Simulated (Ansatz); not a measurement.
## GeP⁺, quintet in cc-pVDZ: errors against UCCSDT(Q)

Geometry: that of the GeP⁺, triplet, kept fixed. The triplet lies 1.7 eV lower here.

```yaml
atoms:
  - { symbol: Ge, position_ang: [0.0000, 0.0000, 0.0000] }
  - { symbol: P, position_ang: [0.0000, 0.0000, 2.3035] }
```

Basis cc-pVDZ; Ansatz 0.2.0. Correlated methods freeze the noble-gas cores and the filled d shells of p-block atoms, which leaves 8 electrons in 26 orbitals. Prefix R: restricted or restricted open-shell reference; prefix U: unrestricted. Active spaces: valence = (8e, 8o) chosen from the atoms' valence shells. No spin–orbit coupling is included, and no scalar relativity.

Full CI isn't at hand for all of this; UCCSDT(Q) serves as the reference, and is uncertain by about the last step of the cluster series. The frozen core follows each run's orbitals, which can shift R against U totals by a few meV for light atoms and by up to 0.1 eV past Ca.

The UHF ⟨S²⟩ is 6.018. The T1 diagnostic (RCCSD) is 0.0239 and the largest doubles amplitude (RCCSD) is 0.084. The T1 diagnostic (UCCSD) is 0.0189.

Problem. From what is known of these methods and the diagnostics, rank them by the size of their error in total energy against UCCSDT(Q) in cc-pVDZ, smallest first (an estimate: the text doesn't fix the numbers).
A. UCCSD
B. UMP2
C. UHF
D. UCCSD(T)
E. UCCSDT

Solution. E (7 meV), D (36 meV), A (148 meV), B (979 meV), C (3946 meV).

All errors are against UCCSDT(Q) in cc-pVDZ. Within each family the higher level lies nearer, as is usual though not guaranteed.

Natural occupations of CASSCF (valence space) about the gap: 1.986 1.947 1.007 1.001 0.999 0.990 0.037 0.032; effectively unpaired electrons, Σ n²(2−n)², 4.02.
